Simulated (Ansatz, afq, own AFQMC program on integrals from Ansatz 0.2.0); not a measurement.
## Where AFQMC and coupled cluster stand for Si2H7, doublet

```xyz
9

Si   -1.6444    0.0000    0.0000
H    -2.1393    1.3997    0.0000
H    -2.1393   -0.6999    1.2122
H    -2.1393   -0.6999   -1.2122
H    -0.0544    0.0000    0.0000
Si    1.6506    0.0000    0.0000
H     2.1005   -1.4163    0.0000
H     2.1005    0.7081   -1.2265
H     2.1005    0.7081    1.2265
```

Basis cc-pVDZ. Only valence electrons are correlated. AFQMC by an in-house program on the Cholesky factors that Ansatz 0.2.0 writes for its CCSD(T) run. ph-AFQMC/CISD is guided by a CISD state made of CCSD amplitudes; releasing the constraint for a short imaginary time cuts its bias at the price of noise, slowly where states lie close. Uncertainties: one standard error, sampling alone.

Determinant: UHF, the one that the program's search chose, which needn't be the lowest solution. The geometry is a point of a scan.

No full CI on the walks' own integrals is used here; CCSDT(Q) serves as the reference and is uncertain by about the last step of the cluster series.

```
T1 diagnostic                               : 0.0132
weight of the determinant in the CISD state : 0.854
⟨S²⟩ of the determinant                     : 0.767
size of the correlated space                : 15 electrons in 61 orbitals
```

(1) Estimate: order these by the size of their error in total energy against CCSDT(Q), smallest first.
A. MP2
B. phaseless AFQMC with the Hartree–Fock trial
C. phaseless AFQMC with a CISD trial
D. CCSD

(1) C (8.6 ± 3.4 meV), B (89.8 ± 20.9 meV), D (209.9 meV), A (1766.6 meV).

Reference: CCSDT(Q), correlation energy -7.895 eV.

A walk keeps the symmetry of its determinant, which the program's search chose and which needn't be the lowest solution, so a lower state of the same spin and another symmetry isn't excluded.
